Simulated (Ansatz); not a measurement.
hcp Re: LDA at its full settings (plane-wave cutoff 520 eV, 24×24×12 k mesh (along the axes of the cell as run), Fermi–Dirac smearing 0.05 eV, no spin polarisation, scalar-relativistic PAW data made under PBE) and at cheaper ones, in a cell of 2 atoms with Γ-centred meshes.

| level and setting | lattice constant a (Å) | lattice parameter c (Å) | bulk modulus B0 (GPa) |
|---|---|---|---|
| LDA (Ansatz) | 2.738 | 4.416 | 405 |
| LDA (250 eV cutoff) (Ansatz) | 2.760 | 4.448 | 425 |
| LDA (2×2×2 k mesh) (Ansatz) | 2.581 | 4.889 | 348 |
| LDA (4×4×4 k mesh) (Ansatz) | 2.740 | 4.388 | 411 |

Largest shifts from the full settings: lattice constant a -5.73 % (LDA (2×2×2 k mesh)), against a difference of -0.83 % of the full result from the reference 2.761 Å (measured, 293 K, not corrected to a static lattice; as tabulated in Wikipedia's data pages); lattice parameter c +10.7 % (LDA (2×2×2 k mesh)), against a difference of -0.94 % of the full result from the reference 4.458 Å (measured, 293 K, no zero-point or thermal correction; as tabulated in Wikipedia's data pages); bulk modulus -14.1 % (LDA (2×2×2 k mesh)), against a difference of +9.8 % of the full result from the reference 369 GPa (measured, zero-point energy and finite temperature contributions removed, our sources range from 369 to 381; as tabulated in doi:10.1021/acs.jctc.3c00612).

The full settings aren't shown to be converged themselves.

Ansatz's density-functional and Hartree–Fock values are scalar-relativistic unless marked +SOC, with PAW data made under PBE.

Run with cheap settings on purpose, which may leave them unconverged: LDA (250 eV cutoff), LDA (2×2×2 k mesh), LDA (4×4×4 k mesh).

Ansatz is a quantum-chemistry and plane-wave program.
